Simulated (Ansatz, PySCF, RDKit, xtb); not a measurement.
**Which structure has the formula BNHO?**

Given the formula BNHO (odd number of electrons) and nothing else, which arrangement of the atoms is the most stable in the gas at 600 K, and what are its properties?

The funnel: GFN2-xTB relaxations, single points with a density functional, relaxations at PBE0-D3(BJ)/def2-SVP, harmonic vibrations, and a last energy at a higher level. All values are calculated.

6 further runs of the same task are left out: 6 set aside as unsound or not needed.

### Step 1. Possible bonding patterns

All bonding patterns within simple valence rules are listed by program: one Lewis structure each, at most two rings and one unusual centre or charged pair. O–O, O–halogen and N–halogen bonds and N–N–N chains are not drawn. That gives 9 candidates.

```
label         SMILES     spin
 c034  [B]=[O+][NH-]  doublet
 c133         [N]=BO  doublet
 c186  [BH][O+]=[N-]  doublet
 c430        B1[N]O1  doublet
 c565        [B]1NO1  doublet
 c581  [B]=[NH+][O-]  doublet
 c643         [B]=NO  doublet
 c745        [NH]B=O  doublet
 c907        [BH]N=O  doublet
```

Candidates are built by distance geometry, with a force field where one applies, in up to four conformers (letters a to d). 16 starts with atoms placed at random are added, to find patterns that the rules miss.

### Step 2. Search with GFN2-xTB

All 34 starts are relaxed the same way. One of them, c477 (atoms placed at random), in full:

Input file start.xyz:

```xyz
4
c477
B      0.388130     0.938550     0.716040
N     -0.730710    -0.254380     0.117720
O      0.283710     1.219440    -0.774990
H     -1.692380     0.012970    -0.684320
```

Run with:

```bash
xtb start.xyz --gfn 2 --opt --uhf 1
```

Log, shortened:

```text
* xtb version 6.7.1
[...]
          :  # basis functions                  13          :
[...]
          :  # electrons                        15          :
[...]
          :  Hamiltonian                  GFN2-xTB          :
[...]
          :  net charge                          0          :
          :  unpaired electrons                  1          :
[...]
   *** convergence criteria satisfied after 16 iterations ***
[...]
   *** GEOMETRY OPTIMIZATION CONVERGED AFTER 13 ITERATIONS ***
[...]
   *** convergence criteria satisfied after 3 iterations ***
[...]
         ::                     SUMMARY                     ::
         :::::::::::::::::::::::::::::::::::::::::::::::::::::
         :: total energy              -8.592361245781 Eh    ::
         :: gradient norm              0.000630158891 Eh/a0 ::
         :: HOMO-LUMO gap              3.728524248852 eV    ::
         ::.................................................::
         :: SCC energy                -8.648470787867 Eh    ::
         :: -> isotropic ES            0.037299843472 Eh    ::
         :: -> anisotropic ES         -0.005018674578 Eh    ::
         :: -> anisotropic XC          0.008108463346 Eh    ::
         :: -> dispersion             -0.001045894116 Eh    ::
         :: repulsion energy           0.056109542086 Eh    ::
         :: add. restraining           0.000000000000 Eh    ::
         :: total charge              -0.000000000000 e     ::
         :::::::::::::::::::::::::::::::::::::::::::::::::::::
[...]
         8        1.0000           -0.3568373              -9.7100 (HOMO)
         9                         -0.2198165              -5.9815 (LUMO)
[...]
     #   Z          covCN         q      C6AA      α(0)
     1   5 B        1.628     0.361    34.571    12.391
     2   7 N        2.583    -0.236    26.187     7.600
     3   8 O        1.671    -0.290    18.828     5.858
     4   1 H        0.860     0.165     1.303     1.788
[...]
     #   Z sym  total        # sym  WBO       # sym  WBO       # sym  WBO
 ---------------------------------------------------------------------------
     1   5 B    2.369 --     3 O    1.256     2 N    1.101
     2   7 N    2.963 --     1 B    1.101     4 H    0.946     3 O    0.916
     3   8 O    2.187 --     1 B    1.256     2 N    0.916
     4   1 H    0.973 --     2 N    0.946
 ---------------------------------------------------------------------------
[...]
molecular dipole:
                 x           y           z       tot (Debye)
 q only:       -0.296       0.114       0.726
   full:       -0.469       0.373       0.486       1.961
molecular quadrupole (traceless):
[...]
          | TOTAL ENERGY               -8.592361245781 Eh   |
          | GRADIENT NORM               0.000630158891 Eh/α |
          | HOMO-LUMO GAP               3.728524248852 eV   |
           -------------------------------------------------
[...]
```

Run time: 0.058 s. Hardware: 1 thread of Intel Xeon 6975P-C (Granite Rapids), shared host.

### Step 3. Distinct minima at GFN2-xTB

34 of the 34 relaxations converged; 24 ended on a minimum already found. 10 distinct structures remain:

```
label             start   SMILES after     spin  energy (kcal/mol)        note
c745b  drawn and random        [NH]B=O  doublet                0.0            
 c308  random and drawn         [N]=BO  doublet               28.7            
c907b             drawn        [BH]N=O  doublet               41.5            
 c658            random        [BH]N=O  doublet               42.4            
c430b  drawn and random        B1[N]O1  doublet               45.5            
 c477  random and drawn        [B]1NO1  doublet               66.0            
c643a  drawn and random         [B]=NO  doublet               70.8            
c186a  drawn and random  [BH][O+]=[N-]  doublet               71.0            
c034a  drawn and random  [B]=[O+][NH-]  doublet               84.2            
 c431            random  [B][O].[NH] ‡  doublet              145.5  fell apart
```

‡ marks the bonded skeleton alone, with all bonds drawn single: no Lewis structure was assigned that passes a check against the bond lengths.

GFN2-xTB has no spin polarisation, so it can't rank spin states and is rough for open shells.

### Step 4. Screening with a density functional

A choice of the minima (the low ones first, few conformers of a pattern, up to a cap) and the lowest that fell apart get a single point at r2SCAN-D4/def2-SVP on the tight-binding geometry, and one at HF/STO-3G for comparison. The first, c745b:

Input file input.yaml:

```yaml
crystal:
  periodic: [false, false, false]
  atoms:
    - symbol: B
      position_ang: [-2.030788, 0.586615, -1.441748]
    - symbol: N
      position_ang: [-0.945060, 1.274352, -1.077277]
    - symbol: O
      position_ang: [-2.984900, -0.100389, -1.732854]
    - symbol: H
      position_ang: [-0.545107, 2.182515, -1.170940]
basis:
  gaussian:
    orbitals: def2-SVP
magnetization:
  spin_polarized: true
  initial_magnetization: 1
hamiltonian:
  xc: {name: r2SCAN}
  dispersion: d4
scf:
  lower_state_search: off
output: {orbitals: {seedname: orbitals}}
```

Run with:

```bash
ansatz run input.yaml --threads 1 --pin off --max-ram 2610MiB --events-out events.jsonl --progress --plain --runs-dir runs
```

Log, shortened:

```text
Warning: RAYON_NUM_THREADS=1 ignored (pool sized by the plan → 1); use --threads N
Functional definition: r2SCAN
  name "r2SCAN"
[...]
527 factors; their error is unknown
[...]
mean field -4223.73222309 eV, -155.2192962501 hartree, gradient 8.3e-6 eV, S^2 0.766108; 0 other end points of the search recorded, 0 dependent functions left out
reference -4223.73223124 eV, -155.2192965495 hartree; 11, 10 occupied and 36, 37 virtual orbitals, 527 factors
Total energy: -4223.74183235 eV, -155.2196493839 hartree
Checks for a lower state left out: stability, starts, cluster_reference, orbital_swaps, neighbouring_geometries, increment
```

Wall time 0.74 s (1 thread of Intel Xeon 6975P-C (Granite Rapids), shared host).

Relative energies in kcal/mol, each column from its lowest structure that stays in one piece:

```
label         SMILES     spin  GFN2-xTB  HF/STO-3G  r2SCAN-D4/def2-SVP
c745b        [NH]B=O  doublet       0.0        0.0                 0.0
 c308         [N]=BO  doublet      28.7       31.8                31.3
c907b        [BH]N=O  doublet      41.5       51.6                60.7
 c658        [BH]N=O  doublet      42.4       53.8                61.6
 c431  [B][O].[NH] ‡  doublet     145.5       63.9               109.6
```

‡ marks the bonded skeleton alone, with all bonds drawn single: no Lewis structure was assigned that passes a check against the bond lengths.

### Step 5. Patterns that tight binding lost

Some ordinary bonding patterns rearranged or fell apart under GFN2-xTB. Their starts are relaxed at r2SCAN-D4/def2-SVP instead (label ending in r). The first, c581ar:

Input file input.yaml:

```yaml
crystal:
  periodic: [false, false, false]
  atoms:
    - {symbol: B, position_ang: [-2.417296, -0.069435, -1.809549]}
    - {symbol: N, position_ang: [-1.682628, 0.903245, -1.190809]}
    - {symbol: O, position_ang: [-1.685945, 2.189824, -1.674909]}
    - {symbol: H, position_ang: [-1.062120, 0.651664, -0.389082]}
basis:
  gaussian:
    orbitals: def2-SVP
magnetization:
  spin_polarized: true
  initial_magnetization: 1
hamiltonian:
  xc: {name: r2SCAN}
  dispersion: d4
relax:
  f_tol: 0.01
output:
  orbitals: {seedname: orbitals}
```

Run with:

```bash
ansatz run input.yaml --threads 1 --pin off --max-ram 2610MiB --events-out events.jsonl --progress --plain --runs-dir runs
```

Log, shortened:

```text
Warning: RAYON_NUM_THREADS=1 ignored (pool sized by the plan → 1); use --threads N
[...]
[... 2 set-up lines as earlier in the session ...]
[...]
527 factors; their error is unknown
[...]
mean field -4218.60669209 eV, -155.0309364599 hartree, gradient 3.6e-6 eV, S^2 1.029569; 14 other end points of the search recorded, 0 dependent functions left out
[...]
reference -4218.60670026 eV, -155.0309367603 hartree; 11, 10 occupied and 36, 37 virtual orbitals, 527 factors
relax step   1: F+E_penalty+E_count = -4218.61701839 eV  Δ(F+E_penalty+E_count) = +0.000e0 eV  max|allowed force component| = 3.759e0 eV/Å  Δτ_max = 0.0000 Å  (285 SCF iters, accepted)
[...]
relax step   3: F+E_penalty+E_count = -4218.82217023 eV  Δ(F+E_penalty+E_count) = -1.361e-1 eV  max|allowed force component| = 1.600e0 eV/Å  Δτ_max = 0.0975 Å  (139 SCF iters, accepted)
[...]
relax step  10: F+E_penalty+E_count = -4218.88274238 eV  Δ(F+E_penalty+E_count) = -2.601e-5 eV  max|allowed force component| = 2.493e-3 eV/Å  Δτ_max = 0.0029 Å  (96 SCF iters, accepted)
527 factors; their error is unknown
[...]
mean field -4218.87241640 eV, -155.0407016484 hartree, gradient 3.5e-5 eV, S^2 0.965523; 7 other end points of the search recorded, 0 dependent functions left out
[...]
reference -4218.87242462 eV, -155.0407019502 hartree; 11, 10 occupied and 36, 37 virtual orbitals, 527 factors
Total energy: -4218.88275059 eV, -155.0410814226 hartree
Atom 0 at    -2.471953    -0.061156    -1.867480 Å, force     0.000527     0.001596     0.000102 eV/Å
Atom 1 at    -1.649747     0.903134    -1.184291 Å, force    -0.001550     0.000809    -0.002163 eV/Å
Atom 2 at    -1.691120     2.104016    -1.642289 Å, force    -0.000339    -0.002493     0.000424 eV/Å
Atom 3 at    -1.035169     0.729304    -0.370289 Å, force     0.001363     0.000089     0.001637 eV/Å
Dipole moment:     0.385224    -0.018678     0.479610 e Å
```

Run time: 35 s. Hardware: 1 thread of Intel Xeon 6975P-C (Granite Rapids), shared host.

Energies at r2SCAN-D4/def2-SVP after that relaxation, from the lowest structure of the screen (which was not relaxed at this level):

```
 label         SMILES     spin  energy (kcal/mol)
c581ar  [B]=[NH+][O-]  doublet              112.1
```

### Step 6. Relaxing the best candidates

3 candidates are relaxed at PBE0-D3(BJ)/def2-SVP (chosen among the lowest in one piece). The first, c745b:

Input file input.yaml:

```yaml
basis:
  gaussian:
    orbitals: def2-SVP
crystal:
  periodic: [false, false, false]
  atoms:
    - {symbol: B, position_ang: [-2.030788, 0.586615, -1.441748]}
    - {symbol: N, position_ang: [-0.945060, 1.274352, -1.077277]}
    - {symbol: O, position_ang: [-2.984900, -0.100389, -1.732854]}
    - {symbol: H, position_ang: [-0.545107, 2.182515, -1.170940]}
magnetization:
  spin_polarized: true
  initial_magnetization: 1
hamiltonian:
  xc: pbe0
  dispersion: d3bj
relax:
  f_tol: 0.003
```

Run with:

```bash
ansatz run input.yaml --threads 1 --pin off --max-ram 2610MiB --events-out events.jsonl --progress --plain --runs-dir runs
```

Log, shortened:

```text
Warning: RAYON_NUM_THREADS=1 ignored (pool sized by the plan → 1); use --threads N
[...]
Functional definition: PBE0
  name "PBE0"
[...]
516 factors; integrals over basis functions are off by at most 2.7e-4 eV
[...]
mean field -4221.07053863 eV, -155.1214811503 hartree, gradient 1.0e-6 eV, S^2 0.766105; 2 other end points of the search recorded, 0 dependent functions left out
[...]
reference -4221.07055654 eV, -155.1214818083 hartree; 11, 10 occupied and 36, 37 virtual orbitals, 516 factors
relax step   1: F+E_penalty+E_count = -4221.10776358 eV  Δ(F+E_penalty+E_count) = +0.000e0 eV  max|allowed force component| = 9.265e-1 eV/Å  Δτ_max = 0.0000 Å  (91 SCF iters, accepted)
[...]
relax step   7: F+E_penalty+E_count = -4221.24652165 eV  Δ(F+E_penalty+E_count) = -5.440e-5 eV  max|allowed force component| = 2.120e-2 eV/Å  Δτ_max = 0.0046 Å  (31 SCF iters, accepted)
[...]
relax step   8: F+E_penalty+E_count = -4221.24655011 eV  Δ(F+E_penalty+E_count) = -2.846e-5 eV  max|allowed force component| = 3.695e-4 eV/Å  Δτ_max = 0.0020 Å  (29 SCF iters, accepted)
516 factors; integrals over basis functions are off by at most 4.6e-4 eV
[...]
mean field -4221.20908207 eV, -155.1265725277 hartree, gradient 8.9e-6 eV, S^2 0.763019; 3 other end points of the search recorded, 0 dependent functions left out
[...]
reference -4221.20910040 eV, -155.1265732012 hartree; 11, 10 occupied and 36, 37 virtual orbitals, 516 factors
Total energy: -4221.24656844 eV, -155.1279501266 hartree
Atom 0 at    -1.993036     0.590913    -1.422098 Å, force    -0.000174    -0.000370     0.000031 eV/Å
Atom 1 at    -0.823262     1.197376    -0.982840 Å, force     0.000222     0.000082     0.000095 eV/Å
Atom 2 at    -2.987952    -0.022198    -1.761844 Å, force    -0.000081     0.000101    -0.000080 eV/Å
Atom 3 at    -0.701605     2.177002    -1.256037 Å, force     0.000033     0.000187    -0.000047 eV/Å
Dipole moment:     0.316505     0.516933    -0.003909 e Å
```

It took 9.9 s on 1 thread of Intel Xeon 6975P-C (Granite Rapids), shared host.

Energy change by step (eV): 0.0000, -0.0344, -0.0726, -0.1028, -0.1285, -0.1387, -0.1388, -0.1388.

After the run. Bond lengths: B1–N2 1.389 Å, B1–O3 1.217 Å, N2–H4 1.024 Å. Angles: N2–B1–O3 175.4°, B1–N2–H4 115.7°.

### Step 7. After refinement

```
label     spin  r2SCAN-D4/def2-SVP (kcal/mol)  PBE0-D3(BJ)/def2-SVP, relaxed (kcal/mol)   time
c745b  doublet                            0.0                                       0.0  9.9 s
 c308  doublet                           31.3                                      30.3   11 s
c907b  doublet                           60.7                                      60.9   61 s
```

c745b: Bond lengths: B1–N2 1.389 Å, B1–O3 1.217 Å, N2–H4 1.024 Å. Angles: N2–B1–O3 175.4°, B1–N2–H4 115.7°.

c308: Bond lengths: B1–N2 1.316 Å, B1–O3 1.315 Å, O3–H4 0.965 Å. Angles: N2–B1–O3 178.8°, B1–O3–H4 115.2°.

c907b: Bond lengths: B1–N2 1.268 Å, N2–O3 1.208 Å, B1–H4 1.180 Å. Angles: B1–N2–O3 180.0°, N2–B1–H4 180.0°.

### Step 8. Harmonic analysis of the finalists

The lowest few in one piece go on as finalists. Harmonic vibrations at PBE0-D3(BJ)/def2-SVP test each finalist and give the zero-point energy and the thermal terms. The first, c745b:

Input file input.yaml:

```yaml
crystal:
  periodic: [false, false, false]
  atoms:
    - symbol: B
      position_ang: [-1.993036, 0.590913, -1.422098]
    - symbol: N
      position_ang: [-0.823262, 1.197376, -0.982840]
    - symbol: O
      position_ang: [-2.987952, -0.022198, -1.761844]
    - symbol: H
      position_ang: [-0.701605, 2.177002, -1.256037]
basis:
  gaussian:
    orbitals: def2-SVP
magnetization:
  spin_polarized: true
  initial_magnetization: 1
hamiltonian:
  xc: pbe0
  dispersion: d3bj
scf:
  lower_state_search: "off"
phonons: {}
```

Run with:

```bash
ansatz run input.yaml --threads 1 --pin off --max-ram 2610MiB --events-out events.jsonl --progress --plain --runs-dir runs
```

Log, shortened:

```text
Warning: RAYON_NUM_THREADS=1 ignored (pool sized by the plan → 1); use --threads N
[... 2 set-up lines as earlier in the session ...]
[...]
517 factors; integrals over basis functions are off by at most 5.7e-4 eV
[...]
mean field -4221.20908294 eV, -155.1265725599 hartree, gradient 1.6e-6 eV, S^2 0.763019; 0 other end points of the search recorded, 0 dependent functions left out
[...]
reference -4221.20910127 eV, -155.1265732334 hartree; 11, 10 occupied and 36, 37 virtual orbitals, 517 factors
[...]
517 factors; integrals over basis functions are off by at most 5.7e-4 eV
mean field -4221.20884278 eV, -155.1265637339 hartree, gradient 2.5e-6 eV, S^2 0.763330; 0 other end points of the search recorded, 0 dependent functions left out
[...]
reference -4221.20886110 eV, -155.1265644073 hartree; 11, 10 occupied and 36, 37 virtual orbitals, 517 factors
[...]
517 factors; integrals over basis functions are off by at most 5.7e-4 eV
[...]
517 factors; integrals over basis functions are off by at most 5.6e-4 eV
mean field -4221.20901163 eV, -155.1265699393 hartree, gradient 1.8e-6 eV, S^2 0.763019; 0 other end points of the search recorded, 0 dependent functions left out
[...]
reference -4221.20902995 eV, -155.1265706124 hartree; 11, 10 occupied and 36, 37 virtual orbitals, 517 factors
Total energy: -4221.24656932 eV, -155.1279501587 hartree
Atom 0 at    -1.993036     0.590913    -1.422098 Å, force    -0.000189    -0.000388     0.000030 eV/Å
Atom 1 at    -0.823262     1.197376    -0.982840 Å, force     0.000243     0.000104     0.000099 eV/Å
Atom 2 at    -2.987952    -0.022198    -1.761844 Å, force    -0.000089     0.000101    -0.000084 eV/Å
Atom 3 at    -0.701605     2.177002    -1.256037 Å, force     0.000035     0.000183    -0.000044 eV/Å
Dipole moment:     0.316505     0.516933    -0.003909 e Å
Vibrations: 412.41 416.35 819.17 981.65 1930.78 3562.33 cm⁻¹, zero-point energy 0.503542 eV
Checks for a lower state left out: stability, starts, cluster_reference, orbital_swaps, neighbouring_geometries, increment
```

Run time: 8.7 s. Hardware: 1 thread of Intel Xeon 6975P-C (Granite Rapids), shared host.

### Step 9. Thermal terms of the finalists

At 600 K and 1 atm, ideal gas, rigid rotor and harmonic oscillator:

```
label   SMILES     spin  point group  lowest mode (cm⁻¹)  zero-point (kcal/mol)  G − E (kcal/mol)
c745b  [NH]B=O  doublet           Cs                 412                   11.6             -23.0
 c308   [N]=BO  doublet           Cs                 402                   12.3             -22.3
c907b  [BH]N=O  doublet          C∞v                 399                   11.5             -20.9
```

### Step 10. Energies at the top level

Each finalist gets a single point at CCSD(T)/def2-TZVPP.

c745b, CCSD(T)/def2-TZVPP:

Input file input.yaml:

```yaml
crystal:
  periodic: [false, false, false]
  atoms:
    - {symbol: B, position_ang: [-1.993036, 0.590913, -1.422098]}
    - {symbol: N, position_ang: [-0.823262, 1.197376, -0.982840]}
    - {symbol: O, position_ang: [-2.987952, -0.022198, -1.761844]}
    - {symbol: H, position_ang: [-0.701605, 2.177002, -1.256037]}
basis:
  gaussian:
    orbitals: def2-TZVPP
magnetization:
  spin_polarized: true
  initial_magnetization: 1
scf:
  omitted_lower_state_checks: [cluster_reference]
total_charge: 0
correlation:
  method: ccsd_t
  frozen_orbitals: {"N": 1, O: 1, H: 0, B: 1}
```

Run with:

```bash
ansatz run input.yaml --threads 1 --pin off --max-ram 2610MiB --events-out events.jsonl --progress --plain --runs-dir runs
```

Log, shortened:

```text
Warning: RAYON_NUM_THREADS=1 ignored (pool sized by the plan → 1); use --threads N
Functional definition: HF
  name "HF"
[...]
679 factors; integrals over basis functions are off by at most 1.1e-3 eV
[...]
mean field -4208.63624930 eV, -154.6645294458 hartree, gradient 3.1e-6 eV, S^2 0.775162; 2 other end points of the search recorded, 0 dependent functions left out
3 core orbitals not correlated: weight in the atoms' cores, before any rotation towards them, 1.000 or more for the frozen orbitals, at most 0.000 for the correlated occupied ones
reference -4208.63624930 eV, -154.6645294458 hartree; 8, 7 occupied and 96, 97 virtual orbitals, 679 factors
second order -13.23332067 eV of doubles, -0.00000000 eV of singles
cycle   1  -13.09237648 eV  change    1.4e-1 eV  update   1.1e-1
[...]
cycle  13  -13.58854738 eV  change    3.7e-7 eV  update   6.2e-6
perturbative correction -0.59123947 eV, -0.0217276498 hartree
Total energy: -4222.81603616 eV, -155.1856270013 hartree
Checks for a lower state left out: cluster_reference
```

Run time: 9.3 s. Hardware: 1 thread of Intel Xeon 6975P-C (Granite Rapids), shared host.

### Step 11. c308 at CCSD(T)/def2-TZVPP

Input file input.yaml:

```yaml
crystal:
  periodic: [false, false, false]
  atoms:
    - symbol: B
      position_ang: [1.067152, -0.350375, 0.277423]
    - symbol: N
      position_ang: [1.449335, 0.561867, 1.146007]
    - symbol: O
      position_ang: [0.708107, -1.255743, -0.605432]
    - symbol: H
      position_ang: [-0.113614, -1.721259, -0.404939]
basis:
  gaussian: {orbitals: def2-TZVPP}
magnetization: {spin_polarized: true, initial_magnetization: 1}
correlation: {method: ccsd_t, frozen_orbitals: {"N": 1, O: 1, H: 0, B: 1}}
scf: {omitted_lower_state_checks: [cluster_reference]}
```

Run with:

```bash
ansatz run input.yaml --threads 1 --pin off --max-ram 2610MiB --events-out events.jsonl --progress --plain --runs-dir runs
```

Log, shortened:

```text
Warning: RAYON_NUM_THREADS=1 ignored (pool sized by the plan → 1); use --threads N
[... 2 set-up lines as earlier in the session ...]
[...]
683 factors; integrals over basis functions are off by at most 1.0e-3 eV
[...]
mean field -4207.51240080 eV, -154.6232287751 hartree, gradient 2.5e-6 eV, S^2 0.766959; 7 other end points of the search recorded, 0 dependent functions left out
3 core orbitals not correlated: weight in the atoms' cores, before any rotation towards them, 1.000 or more for the frozen orbitals, at most 0.000 for the correlated occupied ones
reference -4207.51240080 eV, -154.6232287751 hartree; 8, 7 occupied and 96, 97 virtual orbitals, 683 factors
second order -13.06155239 eV of doubles, -0.00000000 eV of singles
cycle   1  -13.11329889 eV  change   -5.2e-2 eV  update   8.5e-2
[...]
cycle  12  -13.51852130 eV  change   -4.6e-6 eV  update   5.8e-6
perturbative correction -0.55426260 eV, -0.0203687749 hartree
Total energy: -4221.58518471 eV, -155.1403940448 hartree
Checks for a lower state left out: cluster_reference
```

It took 11 s on 1 thread of Intel Xeon 6975P-C (Granite Rapids), shared host.

[end of part 1 of 2]
